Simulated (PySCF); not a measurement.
## NaS: script and output

The script input.py:

```python
from pyscf import gto, dft
from pyscf.prop.polarizability import uhf as pol

mol = gto.M(
    atom='Na 0 0 0; S 0 0 2.738',
    basis='def2-svpd',
    charge=0,
    spin=1,
    verbose=4,
)
mf = dft.UKS(mol, xc='b3lyp')
mf.kernel()
print('polarizability (a.u.)')
print(pol.Polarizability(mf).polarizability().round(4))
mf.dip_moment()
print('orbital energies (hartree):', [e[max(0, n-3):n+3].round(4) for e, n in zip(mf.mo_energy, mol.nelec)])
```

```bash
$ OMP_NUM_THREADS=1 python input.py
```

Output (some set-up lines and the per-cycle HOMO/LUMO lines with their warnings removed):

```
PySCF version 2.14.0

[INPUT] verbose = 4
[INPUT] num. atoms = 2
[INPUT] num. electrons = 27
[INPUT] charge = 0
[INPUT] spin (= nelec alpha-beta = 2S) = 1
[INPUT] symmetry False subgroup None
[INPUT] Mole.unit = angstrom
[INPUT] Symbol           X                Y                Z      unit          X                Y                Z       unit  Magmom
[INPUT]  1 Na     0.000000000000   0.000000000000   0.000000000000 AA    0.000000000000   0.000000000000   0.000000000000 Bohr   0.0
[INPUT]  2 S      0.000000000000   0.000000000000   2.738000000000 AA    0.000000000000   0.000000000000   5.174070129059 Bohr   0.0

nuclear repulsion = 34.0157739671001
number of shells = 19
number of NR pGTOs = 81
number of NR cGTOs = 45
basis = def2-svpd
ecp = {}

******** <class 'pyscf.dft.uks.UKS'> ********
method = UKS
initial guess = minao
damping factor = 0
level_shift factor = 0
DIIS = <class 'pyscf.scf.diis.CDIIS'>
diis_start_cycle = 1
diis_space = 8
diis_damp = 0
SCF conv_tol = 1e-09
SCF conv_tol_grad = None
SCF max_cycles = 50
direct_scf = True
direct_scf_tol = 1e-13
number electrons alpha = 14  beta = 13
XC library pyscf.dft.libxc version 7.0.0
    S. Lehtola, C. Steigemann, M. J.T. Oliveira, and M. A.L. Marques.,  SoftwareX 7, 1–5 (2018)
XC functionals = b3lyp
    P. J. Stephens, F. J. Devlin, C. F. Chabalowski, and M. J. Frisch.,  J. Phys. Chem. 98, 11623 (1994)
radial grids:
    Treutler-Ahlrichs [JCP 102, 346 (1995); DOI:10.1063/1.469408] (M4) radial grids

becke partition: Becke, JCP 88, 2547 (1988); DOI:10.1063/1.454033
pruning grids: <function nwchem_prune>
grids dens level: 3
symmetrized grids: False
atomic radii adjust function: <function treutler_atomic_radii_adjust>
small_rho_cutoff = 0
Set gradient conv threshold to 3.16228e-05
tot grids = 36984
init E= -560.166803758813

cycle= 1 E= -560.289939223783  delta_E= -0.123  |g|= 0.175  |ddm|= 0.861
cycle= 2 E= -560.188206243143  delta_E= 0.102  |g|= 0.374  |ddm|= 1.09
cycle= 3 E= -560.324936892369  delta_E= -0.137  |g|= 0.00923  |ddm|= 0.737
cycle= 4 E= -560.325067716692  delta_E= -0.000131  |g|= 0.00587  |ddm|= 0.0439
cycle= 5 E= -560.325100171731  delta_E= -3.25e-05  |g|= 0.00173  |ddm|= 0.00997
cycle= 6 E= -560.325102756581  delta_E= -2.58e-06  |g|= 0.000201  |ddm|= 0.00328
cycle= 7 E= -560.325102836683  delta_E= -8.01e-08  |g|= 4.09e-05  |ddm|= 0.000724
cycle= 8 E= -560.325102844754  delta_E= -8.07e-09  |g|= 1.28e-05  |ddm|= 0.000288
cycle= 9 E= -560.325102845441  delta_E= -6.87e-10  |g|= 1.81e-06  |ddm|= 0.0001
Extra cycle  E= -560.325102845446  delta_E= -5e-12  |g|= 2.18e-06  |ddm|= 1.01e-05
converged SCF energy = -560.325102845446  <S^2> = 0.75513692  2S+1 = 2.0051303
polarizability (a.u.)
Isotropic polarizability 57.8578140761
Polarizability anisotropy 41.7285125637
[[49.7537  1.4144  0.    ]
 [ 1.4144 38.8629  0.    ]
 [ 0.      0.     84.9569]]
Dipole moment(X, Y, Z, Debye): -0.00000, -0.00000, -9.14247
orbital energies (hartree): [array([-0.2314, -0.2086, -0.1878, -0.08  , -0.0101, -0.0082]), array([-0.5509, -0.1948, -0.1745, -0.1005, -0.0789, -0.0087])]
```

In short: E(SCF) = -560.325103 Eh, 9 cycles, ⟨S²⟩ = 0.755, μz(SCF) = -9.14 D, α(xx, yy, zz) = 49.8, 38.9, 85.0 bohr³.

Hardware: Arm Neoverse V1, 1 thread, shared host. Wall time 5.7 s.

The bond length is a typed value, not an optimised one. No search for the lowest solution was made.
